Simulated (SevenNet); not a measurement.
hcp Lu

Method: the machine-learned potential SevenNet-0 (trained on PBE and PBE+U data).

Cell: relaxed at this level.

```yaml
lattice_parameter_a: 3.491 Å
lattice_parameter_c: 5.600 Å
equilibrium_volume_per_atom: 29.55 Å³/atom
```

Measured, for comparison: lattice constant a 3.505 Å (293 K, no zero-point or thermal correction; as tabulated in Wikipedia's data pages); lattice parameter c 5.549 Å (293 K, no zero-point or thermal correction, our sources range from 5.549 to 5.563; as tabulated in Wikipedia's data pages); equilibrium volume per atom 29.52 Å³/atom (room temperature, no zero-point or thermal correction; as tabulated in Söderlind et al. (2014), doi:10.1088/0953-8984/26/41/416001). Computed (rounded) less measured: lattice constant a -0.4 %, lattice parameter c +0.9 % (+0.7 % to +0.9 % over the range), equilibrium volume per atom +0.1 %. A static lattice is as a rule a little smaller and stiffer than an uncorrected measurement, which narrows the difference in the lattice constant a and would widen misses of the other sign.

A machine-learned potential is trained on density-functional data: it inherits that level's misses and adds fitting errors of its own.
